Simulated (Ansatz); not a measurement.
Start from `CC(F)=C(F)F` and change one atom or group to get `OC(F)=C(F)F`.

Ansatz, PBE0-D4/def2-TZVP geometries, multiplicity 1. Each molecule was computed in one conformer, which needn't be the lowest.

```csv
property,`CC(F)=C(F)F`
zero-point energy (PBE0-D4/def2-TZVP) / kJ/mol,150.9
HOMO energy (PBE0/def2-TZVPP) / eV,-7.12
LUMO energy (ωB97M-V/def2-TZVPP) / eV,2.76
HOMO–LUMO gap (PBE/def2-TZVPP) / eV,5.60
LUMO energy (B3LYP/def2-TZVPP) / eV,0.57
HOMO–LUMO gap (PBE0/def2-TZVPP) / eV,8.01
```

**Question.** Give the same properties after the change, and the shifts. (An estimate is asked.)

**Answer.** Computed: 
```
                                      property  `OC(F)=C(F)F`  shift
zero-point energy (PBE0-D4/def2-TZVP) / kJ/mol           89.0  -61.9
            HOMO energy (PBE0/def2-TZVPP) / eV          -6.83   0.29
         LUMO energy (ωB97M-V/def2-TZVPP) / eV           2.17  -0.59
           HOMO–LUMO gap (PBE/def2-TZVPP) / eV           5.14  -0.46
           LUMO energy (B3LYP/def2-TZVPP) / eV           0.23  -0.34
          HOMO–LUMO gap (PBE0/def2-TZVPP) / eV           7.50  -0.51
```

With PBE0 the HOMO rises by 0.29 eV and the LUMO falls by 0.23 eV, so the gap narrows by about 0.52 eV. PBE moves the HOMO by 0.35 eV and ωB97M-V by 0.27 eV. The zero-point energy changes by -61.9 kJ/mol with -6 modes.

B3LYP here is the variant with VWN-RPA as its local correlation; programs differ in this.
